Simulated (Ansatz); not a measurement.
# CH₃+ (triplet): the correlation ladder at distance C1–H2 = 1.042 Å, cc-pVDZ

Aim: climb from Hartree-Fock through coupled cluster and multireference methods for CH₃+ (triplet) at one geometry and basis, and see what each rung misses.

Computed with Ansatz 0.2.0, Gaussian basis. Level: cc-pVDZ, core rule «outside noble gas», up to 1 orbitals frozen.

Plan: UHF; CCSD(T) on ROHF; CCSD(T) on UHF; BCCD(T) on ROHF; CISD; CCSDT(Q) on ROHF; CCSDT(Q) on UHF; CASSCF and MRCISD+Q, 4 electrons in 4 orbitals; CASSCF and NEVPT2, 4 electrons in 4 orbitals; CASSCF and MRCISD+Q, 6 electrons in 7 orbitals; CASSCF and MRCISD+Q(relaxed), 6 electrons in 7 orbitals; CASSCF and NEVPT2, 6 electrons in 7 orbitals; Full CI.

23 further runs of the same task are left out: 1 for a mislabelled method, 15 that didn't finish, 7 set aside as unsound or not needed.

## 1. What is computed

The geometry derives from a PBE0/def2-TZVP stationary point (not a proven minimum). One bond is set to the value named and the two fragments are kept rigid.

4 atoms, charge 1, spin multiplicity 3.

Atoms are counted from 1 here; the program's logs count them from 0.

Bond lengths: C1–H2 1.042 Å, C1–H3 1.083 Å, C1–H4 1.170 Å. Angles: H2–C1–H3 144.3°, H2–C1–H4 71.5°, H3–C1–H4 144.3°.

## 2. UHF

in.yaml

```yaml
crystal:
  periodic: [false, false, false]
  atoms:
    - {symbol: C, position_ang: [0.000000, 0.005024, 0.047799]}
    - {symbol: H, position_ang: [0.000000, 0.613538, -0.798058]}
    - {symbol: H, position_ang: [0.000000, 0.005024, 1.130711]}
    - {symbol: H, position_ang: [0.000000, -0.678435, -0.902236]}
basis:
  gaussian: {orbitals: cc-pVDZ}
total_charge: 1
magnetization: {spin_polarized: true, initial_magnetization: 2}
hamiltonian: {xc: hf}
output: {orbitals: {seedname: orbitals}}
```

On the command line:

```
$ ansatz run in.yaml --threads 1 --pin off --events-out ev --progress --plain --max-ram 2393MiB
```

After this run come: CCSD(T) on ROHF; CCSD(T) on UHF; BCCD(T) on ROHF; CISD; CCSDT(Q) on ROHF; CCSDT(Q) on UHF; CASSCF and MRCISD+Q, 4 electrons in 4 orbitals; CASSCF and NEVPT2, 4 electrons in 4 orbitals; CASSCF and MRCISD+Q, 6 electrons in 7 orbitals; CASSCF and MRCISD+Q(relaxed), 6 electrons in 7 orbitals; CASSCF and NEVPT2, 6 electrons in 7 orbitals; Full CI.

**Question.** What will the summary of the whole plan be? Wanted: FCI below the RHF energy; RMP2 from FCI; UMP2 from FCI; RCCSD from FCI; RCCSD(T) from FCI; UCCSD(T) from FCI; RCCSDT(Q) from FCI; UCCSDT(Q) from FCI; NEVPT2 pair from FCI.

**Answer**, as computed:

| quantity | value |
| --- | --- |
| FCI below the RHF energy | -3.4671 eV |
| RMP2 from FCI | +660.1 meV |
| UMP2 from FCI | +656.9 meV |
| RCCSD from FCI | +70.7 meV |
| RCCSD(T) from FCI | +13.8 meV |
| UCCSD(T) from FCI | +12.5 meV |
| RCCSDT(Q) from FCI | 0.0 meV |
| UCCSDT(Q) from FCI | -1.2 meV |
| NEVPT2 pair from FCI | +606.4 meV |
| MRCISD+Q pair from FCI | -4.0 meV |
| NEVPT2 valence from FCI | +434.0 meV |
| levels within 1 kcal/mol (43 meV) | RCCSD(T), UCCSD(T), BCCD(T), RCCSDT, UCCSDT, RCCSDT(Q), UCCSDT(Q), MRCISD+Q pair, MRCISD+Q valence, MRCISD+Q(relaxed) valence |
| T1 diagnostic | 0.020 |
| effectively unpaired electrons | 2.02 |

RCCSD(T) misses by +13.8 meV, 0.4 % of the correlation energy. MRCISD+Q pair, MRCISD+Q(relaxed) valence fall below full CI: the +Q correction isn't variational, and the cores differ from full CI's. One determinant dominates. Of the multireference levels listed MRCISD+Q valence comes nearest in total energy (+0.7 meV), which doesn't show that its space is the better one. These misses are within one basis, not against nature; the frozen cores of restricted and unrestricted runs differ, which can shift their rows.
